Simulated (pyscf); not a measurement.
Structures and frequencies: ωB97X-D3(BJ)/def2-SVP in PySCF.

Q: For F–GaH–SH + hydrogen (H₂) → HS–GaH₂ + hydrogen fluoride (HF), a four-centre exchange (singlet surface; F–Ga, H–H broken, Ga–H, F–H formed), PBE/def2-TZVP gives ΔE‡ = 21.9 kcal/mol and ΔE = +18.5 kcal/mol (zero: the separated reactants). In which direction and how far do r²SCAN/def2-TZVP, M06-2X/def2-TZVP, ωB97M-D3(BJ)/def2-TZVP move these?

A: r²SCAN: ΔE‡ = 23.3 kcal/mol, ΔE = +20.4 kcal/mol; M06-2X: ΔE‡ = 27.8 kcal/mol, ΔE = +22.3 kcal/mol; ωB97M-D3(BJ): ΔE‡ = 25.9 kcal/mol, ΔE = +17.9 kcal/mol. PBE's barrier lies under all of them, by 1.4 to 5.9 kcal/mol. Its reaction energy lies among theirs. On the product side the descent ends in a complex, 5.6 kcal/mol under the separated species and 12.4 kcal/mol under the saddle at ωB97X-D3(BJ)/def2-TZVP. At the saddle there is also a short Ga–H contact that neither side keeps. This is the saddle that the search found; another between the same sides may lie lower. Elements up to Kr have no core potential and no relativistic terms here.
